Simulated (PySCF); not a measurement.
Work out the structure from these simulated measurements.

Formula: CH5N.

- Rotational structure: rotational constants A, B, C: 103.088, 23.157, 22.194 GHz [GFN2-xTB]
- UV, first state: lowest singlet excitation: 6.47 eV (192 nm, f = 0.010) [TDDFT wB97X-D/def2-SVPD]
- Polarisability: 24.6 au [wB97X-D/def2-SVPD]
- Dipole: 1.34 D [wB97X-D/def2-SVPD]
- XPS: C1s 291.5, N1s 405.1 eV [ΔSCF SCAN, pcX-2 on the ionised atom, pcseg-1 elsewhere, spin-free X2C]
- Triplet: lowest triplet excitation (Tamm–Dancoff): 6.27 eV [TDA wB97X-D/def2-SVPD]
- UV, strongest line: among the 8 lowest singlet transitions: S4 at 9.03 eV (137 nm, f = 0.088) [TDDFT wB97X-D/def2-SVPD]

The electronic properties come from PySCF, for the isolated species, density fitting. Levels stand in brackets. Geometry: GFN2-xTB; no solvent, vibrations or thermal averaging.

Question: Give a SMILES that accounts for the data.

Answer: Its formula, CH5N, gives 0 degrees of unsaturation, so no ring and no π bond. The core levels belong to: C1s 291.5 eV, N-methyl carbon; N1s 405.1 eV, primary amine nitrogen. The optimised geometry has point group Cs and is an asymmetric top. Structure: methylamine, `CN`.
